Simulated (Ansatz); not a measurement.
Molecule: C₂HO (charge 0, doublet). It need not be the lowest isomer of its formula. 
Structure (B3LYP-D3(BJ)/def2-TZVP (Ansatz, a program for electronic structure) minimum search):
```
C
O 1 1.1710
C 1 1.2878 2 170.77
H 3 1.0711 1 137.10 2 -180.00
```
Charge 0, spin multiplicity 2.

Parts of the frozen-core correlation energy in aug-cc-pVTZ (Ansatz, hartree). Frozen orbitals: 3; correlated occupied orbitals by spin: 8 and 7; virtual: 150 and 151. UHF or UKS for open shells. Spin-orbit coupling is left out. No relativistic terms.

```tsv
term	value
reference (HF)	-151.14209
MP2 opposite-spin	…
MP2 same-spin	-0.13117
CCSD correlation	…
(T)	…
T1 diagnostic	0.024
largest doubles amplitude	0.058
<S^2> of the reference	0.814
```

Task: What belongs in the gaps?

Result: 
- MP2 opposite-spin, value: -0.37893
- CCSD correlation, value: -0.52163
- (T), value: -0.02703
